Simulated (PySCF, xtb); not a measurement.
One ligand changed at a time: Pt(CO)3L. Gas-phase values, no solvent. One relaxed conformer stands for each flexible species; it need not be the lowest. Multiplicities are imposed; where one is given, others were not computed. Strings in code marks are SMILES.

Quantity: electronic energy of isomers of CHN relative to `C#N`, in kcal/mol.

Level 1: B3LYP-D3(BJ)/def2-TZVP // TPSS-D3(BJ)/def2-SVP (PySCF)
Level 2: PBE-D3(BJ)/def2-TZVP // TPSS-D3(BJ)/def2-SVP (PySCF)
Level 3: TPSSh-D3(BJ)/def2-TZVP // TPSS-D3(BJ)/def2-SVP (PySCF)
Level 4: GFN2-xTB (xtb)

```tsv
species	level 1	level 2	level 3	level 4
`[C-]#[NH+]`	14.1	15.2	14.8	20.0
```
